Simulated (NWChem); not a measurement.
# disulfur (S₂, triplet); SMILES S=S

Computed with NWChem. Pople sets run with spherical d functions. Spin-unrestricted. No stability test was run on the SCF state. The level has its own optimisation; frequencies are unscaled.

**Question.** Estimate the computed values for UHF/6-31G*. Quantities: r S–S (Å); highest harmonic frequency (cm⁻¹); zero-point energy (kcal/mol).

**Answer.** 
```json
{
  "r S–S (Å)": "1.877",
  "highest harmonic frequency (cm⁻¹)": "813",
  "zero-point energy (kcal/mol)": "1.2"
}
```
